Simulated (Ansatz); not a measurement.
C4H6O can be A, `C1=COCC1`, or B, `CC#COC`.

Computed with Ansatz on PBE0-D4/def2-TZVP structures; ΔE is electronic, products minus reactants. CBS: MP2 limit from def2 TZ/QZ plus the TZ coupled-cluster correction, frozen cores. Functionals use def2-TZVPP. B3LYP here is the variant with VWN-RPA as its local correlation; programs differ in this.

A:

Z-matrix (Å, degrees):
```
C
C 1 1.535
O 1 1.439 2 106.8
H 1 1.095 2 111.4 3 -117.1
H 1 1.090 2 114.1 3 119.1
C 2 1.504 1 100.9 3 14.8
H 2 1.096 1 112.4 3 -104.1
H 2 1.093 1 111.5 3 135.6
C 3 1.356 1 106.3 2 -14.3
H 6 1.079 2 125.8 1 173.4
H 9 1.081 3 114.8 1 -172.8
```

B:

```xyz
11

C    -1.836   -0.237    1.525
C    -0.683    0.180    0.745
C     0.270    0.540    0.110
O     1.303    0.959   -0.557
C     1.755    0.061   -1.572
H    -2.770   -0.087    0.978
H    -1.899    0.333    2.455
H    -1.770   -1.295    1.793
H     2.050   -0.892   -1.128
H     2.613    0.540   -2.040
H     0.966   -0.102   -2.310
```

Which isomer does CCSD(T)/CBS put lower? Give the gap. (An estimate is asked.)

The calculation gave: A, by 160.8 kJ/mol.

Give E(B) − E(A) in kJ/mol with B3LYP-D4, r2SCAN-D4, PBE0-D4, PBE-D4, HF/def2-TZVPP, B3LYP, MP2/def2-TZVPP. (Estimate.)

Ansatz gave: B3LYP-D4 147.4, r2SCAN-D4 163.8, PBE0-D4 169.4, PBE-D4 160.9, HF/def2-TZVPP 139.3, B3LYP 140.3, MP2/def2-TZVPP 155.9. None reverses the order clearly.

Largest T1 diagnostic: 0.012.

From PBE to PBE0 (25 % exact exchange), in def2-TZVPP and without D4, E(B) − E(A) moves by +9.4 kJ/mol. In def2-TZVPP, CCSD(T) changes the Hartree–Fock value by +21.0 kJ/mol (the triples alone add +2.0 kJ/mol) and MP2 by +16.6 kJ/mol.
